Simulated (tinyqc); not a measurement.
Inside a calculation. Method: harmonic frequencies on the RHF/sto-3g surface (energies and gradients from PySCF), for CH3-, spin multiplicity 1. The basis has no diffuse functions, so it cannot describe the extra electron: this is an exercise in the method, not the real anion. Computed by tinyqc, a small Python program that keeps every step (integrals from PySCF). Settings: charge = -1, multiplicity = 1, basis = sto-3g, delta = 0.002. Command: `OMP_NUM_THREADS=1 python tinyqc.py 20746 20747 out.jsonl` (the two numbers bound the seeds that draw the settings). One thread of a shared host (Intel(R) Xeon(R) Processor @ 2.60GHz), about 4 s of CPU time with the checks.

## One row of the Hessian: 4Hy

optimised positions (bohr):
```
            x          y          z
1C   0.007222  -0.023688   0.806039
2H   1.887676   0.018263  -0.151081
3H  -0.901089   1.646299  -0.110482
4H  -0.916330  -1.578514  -0.281804
```

gradient at +delta (hartree/bohr):
```
              x            y            z
1C  -0.00014600  -0.00041301  -0.00016310
2H   0.00000643  -0.00000230  -0.00000555
3H  -0.00005358  -0.00008269  -0.00006256
4H   0.00019316   0.00049800   0.00023120
```

gradient at -delta (hartree/bohr):
```
              x            y            z
1C   0.00013846   0.00040541   0.00015690
2H   0.00000101   0.00000059   0.00000477
3H   0.00004960   0.00007651   0.00006269
4H  -0.00018908  -0.00048251  -0.00022436
```

Displace 4Hy by +/-0.002 bohr; H(k, :) = (g(+) - g(-)) / (2 delta).

row of the Hessian (hartree/bohr^2): 1Cx -0.07111689, 1Cy -0.20460572, 1Cz -0.07999969, 2Hx 0.00135324, 2Hy -0.00072281, 2Hz -0.00257960, 3Hx -0.02579539, 3Hy -0.03979949, 3Hz -0.03131129, 4Hx 0.09555905, 4Hy 0.24512801, 4Hz 0.11389058

## Hessian by finite differences

All rows are made in the same way, and the matrix is symmetrised.

Hessian (symmetrised) (hartree/bohr^2), lower triangle:
```
             1Cx          1Cy          1Cz          2Hx          2Hy          2Hz          3Hx          3Hy
1Cx   0.52088544
1Cy  -0.00015378   0.52043261
1Cz   0.00298854   0.00963537   0.33943369
2Hx  -0.26687479  -0.00355219   0.08307336   0.31948819
2Hy  -0.00877605  -0.08479239   0.00087061   0.00514001   0.08427131
2Hz   0.18141071   0.00040592  -0.10857460  -0.11768595  -0.00021694   0.09884633
3Hx  -0.12629609   0.07606089  -0.03873004  -0.02608532   0.05068202  -0.02925473   0.13918264
3Hy   0.08004602  -0.23103478   0.06949348  -0.00294098   0.00124417   0.00239263  -0.10094705   0.26958997
3Hz  -0.08742206   0.15499832  -0.10291889   0.01707302  -0.02543401   0.00365956   0.05550660  -0.09825124
4Hx  -0.12771468  -0.07235491  -0.04733190  -0.02652804  -0.04704599  -0.03446991   0.01319882   0.02384199
4Hy  -0.07111619  -0.20460557  -0.07999948   0.00135316  -0.00072307  -0.00258160  -0.02579585  -0.03979931
4Hz  -0.09697718  -0.16503959  -0.12794036   0.01753958   0.02478033   0.00606876   0.01247816   0.02636513

             3Hz         4Hx         4Hy         4Hz
3Hz   0.09384282
4Hx   0.01484240  0.14104395
4Hy  -0.03131298  0.09555890  0.24512801
4Hz   0.00541656  0.06695940  0.11389405  0.11645511
```

## Normal modes

masses (u): 1C 12.000000, 2H 1.007825, 3H 1.007825, 4H 1.007825

Diagonalise H_ij / sqrt(m_i m_j); the 6 smallest eigenvalues belong to translations and rotations; wavenumber = sqrt(eigenvalue / 1822.888) x 219474.63; each mode has its largest component positive (the first on a tie); zero-point energy = sum of wavenumbers / 2, with 349.755 1/cm per kcal/mol.

eigenvalues of the mass-weighted Hessian (hartree/(bohr^2 u)): -0.000003  -0.000001  0.000000  0.000000  0.000000  0.000001  0.101681  0.161554  0.161555  0.374470  0.405966  0.405981

harmonic wavenumbers of the vibrations (1/cm): 1639.2  2066.2  2066.2  3145.7  3275.3  3275.3

mass-weighted modes:
```
        mode 1     mode 2     mode 3     mode 4     mode 5     mode 6
1Cx   0.006811  -0.024454  -0.228999  -0.002860  -0.277661  -0.093279
1Cy   0.022014  -0.228687   0.024622  -0.009002   0.093404  -0.277226
1Cz  -0.414986  -0.012534  -0.002455   0.168572   0.000357  -0.016289
2Hx   0.209425  -0.015327  -0.183692   0.538226   0.664090   0.219399
2Hy  -0.026534   0.715686  -0.056988   0.007300   0.020527  -0.014138
2Hz   0.480832   0.009161  -0.285986  -0.185391  -0.327750  -0.109457
3Hx  -0.115575   0.444974   0.448503  -0.262053   0.241049  -0.237782
3Hy   0.163195   0.087184   0.375399   0.474369  -0.470212   0.405543
3Hz   0.485554  -0.216234   0.191988  -0.173639   0.246264  -0.220411
4Hx  -0.117353  -0.345268   0.525378  -0.266304   0.052967   0.340255
4Hy  -0.212623  -0.013756  -0.403371  -0.450605   0.127382   0.565198
4Hz   0.465576   0.250324   0.102470  -0.222651   0.080255   0.386076
```

zero-point energy = 22.112314 kcal/mol

Within a degenerate level the vectors are fixed only up to a rotation; this is one choice.
